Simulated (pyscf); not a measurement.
# Four-centre exchange: `[F][Bi]([F])[F]` + `[OH2]` → `[OH][Bi]([F])[F]` + `[FH]`

Gas phase, singlet surface, charge 0. Bonds broken: Bi1–F2, O5–H6. Bonds formed: Bi1–O5, F2–H6. Optimised with ωB97X-D3(BJ)/def2-SVP in PySCF.

Transition state (Å):

```xyz
7

Bi    -1.8466    -0.0892     0.5167
F      0.1023     0.7839     1.4748
F     -0.9061    -1.8667     0.5493
F     -2.7638    -0.5741    -1.2397
O     -0.2753     0.8430    -0.7419
H      0.2529     0.9083     0.2878
H      0.1224     0.2531    -1.3985
```

One imaginary mode, 502i cm⁻¹; descent along it reached the two sides named, in the forms told below.

```
bond    change  reactant side (Å)  saddle  product side
------  ------  -----------------  ------  ------------
Bi1–F2  breaks              2.038   2.341           2.7
O5–H6   breaks              0.973   1.159         1.576
Bi1–O5   forms                2.6   2.219         2.106
F2–H6    forms              2.098   1.203         0.968
```

Electronic energies relative to the separated reactants (kcal/mol):

| level | barrier | reaction energy | reverse barrier |
|---|---|---|---|
| ωB97X-D3(BJ)/def2-TZVP | -0.3 | +6.6 | -6.9 |
| PBE/def2-TZVP | -1.2 | +7.9 | -9.1 |
| r²SCAN/def2-TZVP | -1.6 | +7.7 | -9.3 |
| B3LYP-D3(BJ)/def2-TZVP | 0.2 | +7.2 | -7.1 |
| PBE0-D3(BJ)/def2-TZVP | -0.8 | +6.6 | -7.4 |
| M06-2X/def2-TZVP | -1.7 | +5.6 | -7.3 |
| ωB97M-D3(BJ)/def2-TZVP | 1.3 | +7.1 | -5.8 |
| HF/def2-TZVP | 13.0 | +6.9 | 6.2 |

With ωB97M-D3(BJ)/def2-TZVP energies and thermal terms (ideal gas, 1 atm, RRHO with modes under 100 cm⁻¹ raised to 100, one conformer, R ln 2 for chiral ones without a mode under 150 cm⁻¹), in kcal/mol:

```
T (K)  ΔH‡   ΔG‡    ΔH    ΔG
-----  ---  ----  ----  ----
298    0.1  10.6  +6.6  +6.3
600    0.1  21.3  +7.1  +5.8
900    0.7  31.8  +7.6  +5.1
1200   1.5  42.1  +8.0  +4.1
```

On the reactant side the descent ends in an adduct with a Bi–O contact, 14.4 kcal/mol under the separated species and 14.1 kcal/mol under the saddle at ωB97X-D3(BJ)/def2-TZVP. On the product side the descent ends in a bound adduct, 12.1 kcal/mol under the separated species and 5.2 kcal/mol under the saddle at ωB97X-D3(BJ)/def2-TZVP. At ωB97X-D3(BJ)/def2-TZVP, PBE, r²SCAN, PBE0-D3(BJ), M06-2X the saddle lies under the separated reactants, which points to a path from their complex (located at ωB97X-D3(BJ) alone). At ωB97X-D3(BJ)/def2-TZVP, PBE, r²SCAN, B3LYP-D3(BJ), PBE0-D3(BJ), M06-2X, ωB97M-D3(BJ) the saddle lies under the separated products, which points to a path from their complex (located at ωB97X-D3(BJ) alone), and parting the products costs more than the saddle. What is counted as formed (Bi–O) is already present as a longer contact in the reactant adduct; forming that adduct is a step of its own. One saddle was located; it need not be the lowest between these sides. Elements past Kr carry the def2 core potentials, without spin-orbit coupling.
